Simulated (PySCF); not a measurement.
Species: PMe2PMe2, C4H12P2.
Structure used (PBE0-D3(BJ)/def2-TZVP), in Å, numbered top down from 1:
```xyz
18
C4H12P2 angstrom
C     -1.606    0.141    1.313
P     -0.927   -0.596   -0.236
C     -1.928    0.343   -1.470
P      0.926    0.599   -0.362
C      1.914   -0.330    0.889
C      1.614   -0.153   -1.900
H     -2.642   -0.186    1.430
H     -1.576    1.234    1.304
H     -1.045   -0.224    2.174
H     -1.566    0.129   -2.478
H     -2.964    0.001   -1.413
H     -1.897    1.421   -1.300
H      2.956   -0.007    0.823
H      1.557   -0.090    1.892
H      1.865   -1.411    0.740
H      2.646    0.184   -2.024
H      1.048    0.195   -2.766
H      1.595   -1.245   -1.875
```

Method: PySCF, PBE0-D3(BJ)/def2-TZVP geometry optimisation, gas phase.

Masses are those of the commonest isotopes; rigid-rotor values at the optimised geometry. The values belong to one conformer with, in the numbering `[CH3:1][P:2]([CH3:3])[P:4]([CH3:5])[CH3:6]`, C1–P2–P4–C5 79°.

Question: What are A, B and C (MHz)?

Answer: Ia = 164.29, Ib = 288.80, Ic = 388.92 u·Å²; 505379 MHz·u·Å²/I gives A = 3076, B = 1750, C = 1299 MHz.

Question: What kind of rotor is it?

Answer: An asymmetric top. Ray's parameter κ = (2B − A − C)/(A − C) = -0.493; −1 is the prolate and +1 the oblate limit.

Question: Is it planar, by Δ = Ic − Ia − Ib?

Answer: Not planar: Δ = Ic − Ia − Ib = -64.16 u·Å². For a rigid frame Δ = −2 Σ m c², so Σ m c² = 32.08 u·Å² lies off the ab plane: 7.62 from hydrogen and 24.46 from heavier atoms. The atom farthest from that plane is 1.38 Å away.

Question: Give the other two planar moments, Paa and Pbb, and the rms extents of the mass along the axes.

Answer: Paa = Σ m a² = (Ib + Ic − Ia)/2 = 256.72 and Pbb = Σ m b² = (Ia + Ic − Ib)/2 = 132.21 u·Å². With the mass M = 122.04 u, the rms extents √(P/M) along a, b and c are 1.45, 1.04, 0.51 Å.

The point group C2h allows no dipole (computed: 0.01 D), so a rigid rotor has no electric-dipole lines.

Question: Estimate the classical rotational partition function at 50 K, 100 K and 200 K.

Answer: Point group C2h, symmetry number σ = 2; q = (√π/σ)·√((kT/h)³/(ABC)), k/h = 20836.6 MHz/K: 11300 at 50 K, 31900 at 100 K, 90100 at 200 K.

Whether it is a minimum is left open (no frequencies). Constants of a rigid frame at the computed geometry: no zero-point averaging, no centrifugal distortion. A rigid rotor knows nothing of internal rotation, which can split or shift real lines.

The run took 11 min wall, 17 min CPU on Intel Xeon at 2.50 GHz, 2 threads (shared host), and the process peaked at 1.7 GiB of memory. That covers the optimisation of the geometry.
